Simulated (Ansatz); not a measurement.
A structure relaxed at PBE0-D4/def2-TZVPD in Ansatz, charge -1, doublet:

```xyz
3

Mg    0.553   -0.031   -1.274
S    -0.808   -0.906    0.428
S     0.256    0.937    0.845
```

Problem. Give its formula.

Solution. the cluster MgS2⁻.

Problem. Summarise the bond lengths by kind (pairs closer than 1.2 times the sum of covalent radii, bridged metal pairs left out).

Solution. 2 × Mg–S 2.35 Å; 1 × S–S 2.17 Å.

The relaxation made no stability test and no search for a lower SCF solution. The structure comes from a short search, and lower isomers may exist.
